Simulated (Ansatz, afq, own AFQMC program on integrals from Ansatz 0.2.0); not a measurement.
## BeBH₃, singlet → BeBH3⁺, doublet

```xyz
5

B     0.0000    0.0000    0.8223
Be    0.0000    0.0000   -1.0509
H     0.0000    1.0032    1.4842
H     0.0000   -1.0032    1.4842
H     0.0000    0.0000   -2.3921
```

Connectivity, by distances: BH2–BeH.

E(doublet, charge +1) − E(singlet, charge +0) at this geometry, on RHF and UHF determinants.

Basis cc-pVDZ. Only valence electrons are correlated. AFQMC by an in-house program on the Cholesky factors that Ansatz 0.2.0 writes for its CCSD(T) run. ph-AFQMC/CISD is guided by a CISD state made of CCSD amplitudes; releasing the constraint for a short imaginary time cuts its bias at the price of noise, slowly where states lie close. Uncertainties: one standard error, sampling alone. The errors of all members are added in quadrature.

No full CI on the walks' own integrals is used here; CCSDT(Q) serves as the reference and is uncertain by about the last step of the cluster series. Each member takes its own surest rung, up to full CI.

The best estimate is CCSD(T) at the basis-set limit (CBS: def2-TZVPP and def2-QZVPP, with their diffuse functions for anions and beside diffuse sets, CCSD(T) itself extrapolated) plus the step from CCSD(T) to CCSDT(Q) in cc-pVDZ. Rows without CBS are in cc-pVDZ, the functionals in def2-TZVP; B2PLYP and the wave-function rows carry a basis error of their own. Core correlation and relativity beyond core potentials are missing, and ± holds the sampling alone.

Cautions: BeBH₃⁺ (doublet): the ph-AFQMC/CISD walk drifts between its halves (2.3 errors).

Best estimate: 1013.4 kJ/mol.

| level | vertical ionization energy (kJ/mol) | error against the best estimate (kJ/mol) |
| --- | --- | --- |
| HF | 914.0 | -99.4 |
| MP2 | 983.5 | -30.0 |
| CCSD | 989.2 | -24.2 |
| CCSD(T) | 991.0 | -22.5 |
| CCSDT | 990.8 | -22.6 |
| CCSDT(Q) | 991.0 | -22.5 |
| ph-AFQMC/CISD | 991.2 ± 0.8 | -22.2 ± 0.8 |
| released AFQMC | 989.1 ± 1.2 | -24.4 ± 1.2 |
| HF/CBS | 911.7 | -101.8 |
| MP2/CBS | 1007.8 | -5.7 |
| CCSD(T)/CBS | 1013.4 | 0.0 |
| PBE | 975.9 | -37.5 |
| r2SCAN | 977.1 | -36.3 |
| PBE0 | 990.3 | -23.1 |
| B3LYP | 996.5 | -16.9 |
| wB97M-V | 1007.8 | -5.7 |
| B2PLYP | 995.0 | -18.4 |

Correlation beyond CCSD(T) changes it by less than 2 meV. Going to the basis-set limit adds 22.5 kJ/mol at CCSD(T). The perturbative (T) step is worth +1.7 kJ/mol. The functionals spread over 31.8 kJ/mol; wB97M-V comes nearest and PBE is 37.5 kJ/mol too low.

Best estimates are given only where the step beyond CCSD(T) is under 0.3 eV and no member's determinant is very poor (T1 over 0.05, or 0.07 for open shells, ⟨S²⟩ too high by 0.3, two states mixed), so the hardest cases are missing from such tables.

The functionals ran in a triple-zeta set and keep a basis error of their own, a few kJ/mol for each bond in atomization energies and more for double hybrids, so close places among them and the extrapolated levels can swap.

CCSDT and higher add their correlation energy to the determinant of the CCSD(T) run, since their own runs factorise the integrals more tightly (a shift of under 2 meV). Each member of a difference takes its own highest rung, so a best estimate needn't equal the limit plus the step of one row. A walk keeps the symmetry of its determinant, which the program's search chose and which needn't be the lowest solution, so a lower state of the same spin and another symmetry isn't excluded. Released energies are given only where the last usable release times agree within the noise; a slower fall can still hide under it.
